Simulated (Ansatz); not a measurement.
# CHCl (triplet): one species, many methods

An exercise on one series of results from a longer session: the logs are not shown, and one member is left open.

Program: Ansatz 0.2.0, Gaussian basis. Level of theory: functionals in def2-TZVPP, the program's frozen cores in correlated methods. These are calculated values, not measurements.

Levels to be run: LDA (SPW92), PBE-D4, revPBE-D4, BLYP-D4, r2SCAN-D4, B97M-V, PBE0-D4, B3LYP-D4, r2SCANh-D4, r2SCAN0-D4, HSE06-D4, BHLYP-D4, CAM-B3LYP-D4, LC-ωPBE, ωB97X-V, ωB97M-V, B2PLYP, PBE-QIDH; CCSD(T)/def2-SVP; CCSD(T)/def2-TZVPP; CCSD(T)/def2-QZVPP; extrapolation to the limit; RPA on PBE.

## The relaxed structure

An earlier PBE0-D4 in a triple-zeta def2 set relaxation fixed the geometry.

SMILES `[CH]Cl`, 3 atoms, charge 0, spin multiplicity 3.

Atoms are counted from 1 here; the program's logs count them from 0.

Bond lengths: C1–Cl2 1.646 Å, C1–H3 1.083 Å. Angles: Cl2–C1–H3 127.2°.

As a file:

```xyz
3
CHCl
C    -0.21976   -0.34541   -0.15527
Cl    1.18221   -0.02335    0.64534
H    -0.96246    0.36876   -0.49007
```

Set-up of the first run:

File in.yaml:

```yaml
crystal:
  periodic: [false, false, false]
  atoms:
    - {symbol: C, position_ang: [-0.219758, -0.345408, -0.155271]}
    - {symbol: Cl, position_ang: [1.182214, -0.023352, 0.645339]}
    - {symbol: H, position_ang: [-0.962456, 0.368761, -0.490068]}
basis:
  gaussian: {orbitals: def2-TZVPP}
magnetization: {spin_polarized: true, initial_magnetization: 2}
hamiltonian: {xc: lda}
output: {orbitals: {seedname: orbitals}}
```

Command:

```bash
> ansatz run in.yaml --threads 2 --pin off --events-out ev --progress --plain --max-ram 20480MiB --backend cpu
```

Steps of the session up to this table: LDA; PBE-D4 (GGA); revPBE-D4 (GGA); BLYP-D4 (GGA); r2SCAN-D4 (meta-GGA); B97M-V (meta-GGA); PBE0-D4 (hybrid); B3LYP-D4 (hybrid); r2SCANh-D4 (hybrid); r2SCAN0-D4 (hybrid); HSE06-D4 (hybrid); BHLYP-D4 (hybrid); CAM-B3LYP-D4 (range-separated); LC-ωPBE (range-separated); ωB97X-V (range-separated); ωB97M-V (range-separated); B2PLYP (double hybrid); PBE-QIDH (double hybrid).

One of the session's tables, all rows but one given; the rest of the session is left out.

It belongs to the step «Orbital energies across the functionals». 

```
  functional  HOMO (eV)  LUMO (eV)  gap (eV)
 LDA (SPW92)      -4.95      -4.10      0.85
      PBE-D4      -4.93      -3.65      1.29
   revPBE-D4      -4.90      -3.52      1.39
     BLYP-D4      -4.72      -3.78      0.95
   r2SCAN-D4          ?          ?         ?
      B97M-V      -5.21      -3.34      1.87
     PBE0-D4      -6.42      -2.40      4.02
    B3LYP-D4      -6.07      -2.98      3.09
  r2SCANh-D4      -5.95      -2.48      3.48
  r2SCAN0-D4      -6.77      -1.87      4.89
    HSE06-D4      -6.01      -2.79      3.22
    BHLYP-D4      -7.69      -1.44      6.25
CAM-B3LYP-D4      -7.76      -1.50      6.26
     LC-ωPBE      -9.30       0.14      9.43
     ωB97X-V      -8.71      -0.48      8.23
     ωB97M-V      -8.49      -0.52      7.97
```

Q: Estimate the row for r2SCAN-D4 from the others.

Worked estimate for «HOMO (eV)». Against the share of exact exchange, r2SCANh-D4 (0.1, -5.95), r2SCAN0-D4 (0.25, -6.77) give a slope of -5.47 per unit share; at 0 the line stands at -5.40.

**Answer.** HOMO (eV): -5.41; LUMO (eV): -2.89; gap (eV): 2.52. In «HOMO (eV)» the line misses by +0.01.
